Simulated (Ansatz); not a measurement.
Correlation energies of C$_{2}$H$_{2}$O by basis set

```xyz
5

C    -0.2621   -0.0811   -0.4500
C     0.2703    0.6455    0.5522
O    -0.8202   -0.8505    0.3799
H    -0.3789   -0.0720   -1.5343
H     1.1909    0.3582    1.0522
```

Charge 0, multiplicity 1. The bonds changed during the relaxation, so this is another structure than the one it started from. The geometry is a stationary point of PBE0-D4/def2-TZVP. Frozen core, restricted reference, Ansatz 0.2.0. CBS rows extrapolate triple and quadruple zeta.

```tsv
basis	HF (Eh)	MP2 corr.	CCSD corr.	(T)	CCSD(T) total
def2-SVP	-151.46595	-0.43825	-0.45984	?	?
def2-TZVPP	-151.65262	-0.54035	?	-0.03134	?
def2-QZVPP	-151.65968	-0.57881	-0.58630	-0.03407	-152.28005
CBS(def2)	?	-0.60730	-0.60992	-0.03608	?
cc-pV(D+d)Z	-151.60086	-0.43795	?	-0.02216	?
cc-pV(T+d)Z	-151.64611	-0.54235	-0.55595	-0.03154	-152.23360
cc-pV(Q+d)Z	-151.65746	-0.58026	-0.58768	-0.03407	-152.27921
CBS(cc)	-151.66088	-0.60725	-0.61026	-0.03587	-152.30701
```

Q: Fill in the withheld values. (An estimate is asked.)

A: Computed: def2-SVP (T): -0.02246; def2-SVP CCSD(T) total: -151.94825; def2-TZVPP CCSD corr.: -0.55440; def2-TZVPP CCSD(T) total: -152.23836; CBS(def2) HF (Eh): -151.66066; CBS(def2) CCSD(T) total: -152.30666; cc-pV(D+d)Z CCSD corr.: -0.46010; cc-pV(D+d)Z CCSD(T) total: -152.08312.
